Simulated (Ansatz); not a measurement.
Relaxation of CH₆BF (9 atoms, charge 0, multiplicity 1), to a largest force component of 0.03 eV/Å in at most 50 steps.

Level of theory: RKS B3LYP-D4/def2-SVP in Ansatz 0.2.0.

```xyz
9
Properties=species:S:1:pos:R:3:forces:R:3
B -0.006 0.577 -0.372 0.05 -0.16 -0.27
H 0.112 -0.259 1.870 0.25 -1.76 0.25
C 1.403 0.073 -0.819 0.00 -0.02 0.01
H 1.530 -1.007 -0.633 0.00 0.01 -0.01
H 1.471 0.201 -1.917 0.00 -0.01 0.00
H 2.238 0.627 -0.364 0.00 0.01 0.00
H -1.027 -0.039 -0.577 -0.03 -0.01 -0.01
F -0.144 1.779 0.177 -0.06 0.46 -0.16
H 0.010 0.450 1.836 -0.21 1.49 0.19
```

Task: Where does it end, and by what steps?

Result: The run converged. The force dipped under the threshold on the way, but the program's further checks kept it going. After 20 steps the energy has fallen by 0.160 eV; H2 moved furthest, 0.81 Å.

```csv
step,energy less start (eV),largest force component (eV/Å),accepted
0,0.0000,1.763,yes
1,-0.1239,0.223,yes
2,-0.1386,0.589,yes
3,-0.1528,0.332,yes
4,-0.1540,0.243,yes
5,-0.1550,0.154,yes
6,-0.1564,0.073,yes
7,-0.1573,0.115,yes
8,-0.1577,0.077,yes
9,-0.1580,0.108,yes
10,-0.1585,0.074,yes
11,-0.1585,0.067,yes
12,-0.1562,0.322,no
13,-0.1590,0.007,yes
14,-0.1591,0.140,yes
15,-0.1594,0.049,yes
16,-0.1597,0.003,yes
17,-0.1596,0.133,no
18,-0.1599,0.023,yes
19,-0.1595,0.133,no
20,-0.1601,0.028,yes
```

```xyz
9
Properties=species:S:1:pos:R:3
B -0.006 0.651 -0.658
H 0.082 -0.373 2.674
C 1.422 0.116 -0.986
H 1.519 -0.912 -0.589
H 1.552 0.019 -2.078
H 2.237 0.731 -0.574
H -1.022 0.143 -1.082
F -0.168 1.713 0.129
H -0.027 0.313 2.364
```

Whether the end is a true minimum wasn't checked by a vibrational analysis.

Run time: 18 s on 2 threads of Arm Neoverse V2 (shared host), peak memory 0.14 GiB.
